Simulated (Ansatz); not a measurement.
**PN, singlet: the ladder up to full CI**

Geometry: a point of a stretch scan, not a stationary point.

```xyz
2

N     0.0000    0.0000    0.0000
P     0.0000    0.0000    1.9980
```

Basis 6-31G; Ansatz 0.2.0. Only valence electrons are correlated (noble-gas cores frozen), which leaves 10 electrons in 16 orbitals. Prefix R: restricted or restricted open-shell reference; prefix U: unrestricted. Active spaces: pair = (2e, 2o) about the gap; valence = (10e, 8o) chosen from the atoms' valence shells.

Full CI is exact within this basis and frozen core; it isn't the basis-set limit. The frozen core follows each run's orbitals, which can shift R against U totals by a few meV.

Unrestricted rows (U) aren't spin-pure: their determinants' ⟨S²⟩ exceeds S(S+1) by up to 2.09, so they mix in states of higher spin. Coupled cluster chose its determinant by a search with trial CCSD, here up to 0.57 eV above the lowest Hartree–Fock solution of its kind.

RHF is unstable: UHF (⟨S²⟩ = 2.09) lies 4.16 eV below the lowest RHF solution. Higher spins weren't run at this geometry and may lie near or lower.

* UHF ⟨S²⟩: 2.092
* T1 diagnostic (RCCSD): 0.0323
* largest doubles amplitude (RCCSD): 0.298

```
    level  E − E(determinant under the R cluster runs) (eV)
      UHF                                           -4.7351
     UMP2                                           -6.7683
   RCCSD*                                           -7.8349
   UCCSD*                                           -8.0111
RCCSD(T)*                                           -8.4347
UCCSD(T)*                                           -8.1988
```

Q: Estimate how far full CI in 6-31G lies from RCCSD(T). The table doesn't fix it; the size of (T) and the diagnostics are the guide.

A: Full CI in 6-31G lies 3.11 mEh below RCCSD(T), which is 14 % of the (T) step (-22.04 mEh). T1 is raised, a doubles amplitude is large, RHF is unstable towards spin polarisation, but (T) still catches most of what CCSD lacks. The miss exceeds 1 kcal/mol.

The other levels:

```csv
level,E − E(full CI) (mEh),share of correlation (%),wall time
BCCD(T)*,1.74,99.44,1.1 s
RCCSDT*,6.96,97.78,–
UCCSDT*,7.49,97.61,–
RCCSDT(Q)*,-3.91,101.25,2.3 s
UCCSDT(Q)*,4.69,98.50,6 s
RCCSDTQ*,1.73,99.45,13 s
UCCSDTQ,2.29,99.27,62 s
CASSCF (valence space),63.01,79.87,–
NEVPT2 (valence space),15.98,94.90,1.6 s
MRCISD (valence space),2.58,99.18,–
MRCISD+Q (valence space),0.74,99.76,2.3 s
```

An asterisk marks runs whose energy the program itself flagged as in doubt.

The correlation energy at full CI, counted from the determinant under the R cluster runs, is -8.519 eV. That run took 30 s on 1 thread of Arm Neoverse V1, shared host over 4,777,056 determinants.

Run but not shown, since their state, orbitals or frozen core can't be matched to the reference's or they repeat it: RHF, RMP2, CISD, CISDTQ, CASSCF (pair space), NEVPT2 (pair space).

Times hold each run's SCF and search for its determinant on a shared host, so for small cases they say little of a method's own cost; they ran on 1 thread of Arm Neoverse V1.

Not variational, and here over 5 meV under the exact energy: RCCSDT(Q).

The full-CI state has the irrep A1 of C2v, in the program's axes (one component, if the state is degenerate).

Natural occupations of full CI about the gap: 1.984 1.972 1.892 1.685 1.685 0.313 0.313 0.108 0.012 0.008; effectively unpaired electrons, Σ n²(2−n)², 1.21. No single determinant describes this state well, so single-reference rows can miss without a flag.
